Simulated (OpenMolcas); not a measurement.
# BNH3O (SMILES N[B]O), run twice

Aim: a single-point energy of BNH3O at ROCCSD[T]/ANO-L-VDZ.

The calculation is run with OpenMolcas 26.06.

3 further runs of the same task are left out: 3 set aside as unsound or not needed.

### 1 The structure to begin with

The species is BNH3O (6 atoms), meant as a doublet with charge 0. SMILES: `N[B]O`. Geometry: relaxed at PBE0-D4/def2-TZVP. This is one conformer, not always the lowest.

Bond lengths: N1–B2 1.390 Å, B2–O3 1.359 Å, N1–H4 1.002 Å, N1–H5 1.010 Å, O3–H6 0.958 Å. Angles: N1–B2–O3 122.6°, B2–N1–H4 122.8°, B2–N1–H5 122.6°, B2–O3–H6 113.3°, H4–N1–H5 114.6°.

### 2 The input as first written

Input file test.input:

```
* BH3NO CCSD[T]
&GATEWAY
Coord
6
angstrom
N       -0.781300       0.184600      -0.560400
B        0.032600      -0.490400       0.341500
O        1.270200      -0.047100       0.684600
H       -1.694900      -0.139800      -0.815500
H       -0.498900       1.042700      -1.012000
H        1.714300      -0.614000       1.315700
Basis = TZVP-MOLOPT
Group = NoSym
&SEWARD
&SCF
UHF
Spin = 2
PrOrbitals = 1 1
&RASSCF
FileOrb = $Project.UnaOrb
Spin = 2
Nactel = 1 0 0
Inactive = 11
Ras2 = 1
OutOrbitals = Canonical
OrbListing = NoCore
&MOTRA
JobIph
Frozen = 3
&CCSDT
CCT
Triples = 1
Iterations = 50
Extrapolation = 5 4
```

Command:

```sh
$ export MOLCAS_MEM=1860
$ pymolcas test.input > test.log
```

Standard output:

```text
--- Start Module: gateway ---

                                              &GATEWAY

                       available to each process: 1.9 GB of memory, 1 thread

 ###############################################################################
 ###    ERROR: Basis set file <dir>
 ###    does not exist!                                                      ###
 ###    (1) For a valence basis set: check the spelling of                   ###
 ###    the basis set label and that the basis set file is                   ###
 ###    present in the basis set library directory.                          ###
 ###    (2) For an external auxiliary basis set: check that                  ###
 ###    the basis set file is present in the appropiate basis                ###
 ###    set library subdirectory.                                            ###
 ###############################################################################
--- Stop Module: gateway /rc=_RC_INPUT_ERROR_ ---

.####################.
.# User input error #.
.####################.

    Timing: Wall=0.03 User=0.01 System=0.01
```

It took 0.22 s on 1 thread of Arm Neoverse V2, shared host.

### 3 Diagnosis

The program refused the input.

The telling line is `does not exist`. What is wrong: the input names a basis that the program doesn't know.

### 4 Try two

Input file test.inp:

```
* BH3NO CCSD[T]
&GATEWAY
Coord
6
angstrom
N       -0.781300       0.184600      -0.560400
B        0.032600      -0.490400       0.341500
O        1.270200      -0.047100       0.684600
H       -1.694900      -0.139800      -0.815500
H       -0.498900       1.042700      -1.012000
H        1.714300      -0.614000       1.315700
Basis=ANO-L-VDZ
Group=NoSym
&SEWARD
&SCF
UHF
Spin=2
PrOrbitals=1 2
&RASSCF
FileOrb=$Project.UnaOrb
Spin=2
Nactel=1 0 0
Inactive=11
Ras2=1
OutOrbitals=Canonical
OrbListing=NoCore
&MOTRA
JobIph
Frozen=3
&CCSDT
CCT
Triples=1
Iterations=50
Extrapolation=5 4
```

Command:

```sh
$ export MOLCAS_MEM=1860
$ pymolcas test.inp > test.log
```

Standard output:

```text
--- Start Module: gateway ---
[...]
--- Stop Module: gateway /rc=_RC_ALL_IS_WELL_ ---
[...]
      Basis functions           33
[...]
       Convergence after  14 Iterations
[...]
::    Total SCF energy                               -155.7380761259
[...]
      Total spin, S                                     0.5023913976
[...]
      Number of active orbitals                  1
[...]
      Spin quantum number                      0.5
[...]
      Active orbitals                            1
[...]
      Number of CSFs                             1
[...]
      Number of root(s) required                 1
[...]
      Convergence after  7 iterations
[...]
      printout of CI-coefficients larger than  0.05 for root  1
      energy=    -155.737045
      conf/sym  1     Coeff  Weight
             1  u   1.00000 1.00000
      Natural orbitals and occupation numbers for root  1
      sym 1:   1.000000
      ************************************************************************************************************************
      *                                                    Final results                                                     *
[...]
::    RASSCF root number  1 Total energy:   -155.73704495
[...]
      Total electronic charge=   23.000000
      Total            charge=   -0.000000
[...]
      Dipole Moment (debye):
      Origin of the operator (angstrom)=    0.2101   -0.0744    0.1441
                   X= -8.9429E-01               Y= -5.7263E-01               Z= -7.1617E-02           Total=  1.0643E+00
      Quadrupole Moment (debye*angstrom):
[...]
--- Start Module: motra ---
[...]
      *** WARNING: Default frozen orbitals is overwritten by user input.
      *** Default values:   3
[...]
--- Stop Module: motra /rc=_RC_ALL_IS_WELL_ ---
--- Start Module: ccsdt ---
[...]
      Convergence after                    16  Iterations
      Total energy (diff) :    -156.01303869       0.00000002
[...]
       CCSD     =      -156.0130386912546
[...]
--- Stop Module: ccsdt /rc=_RC_ALL_IS_WELL_ ---
[...]
```

Wall time 4.2 s (1 thread of Arm Neoverse V2, shared host); peak memory 0.37 GiB.

### 5 Results

Level: ROCCSD[T]/ANO-L-VDZ.

```
    quantity          value
total energy  -156.01946 Eh
```
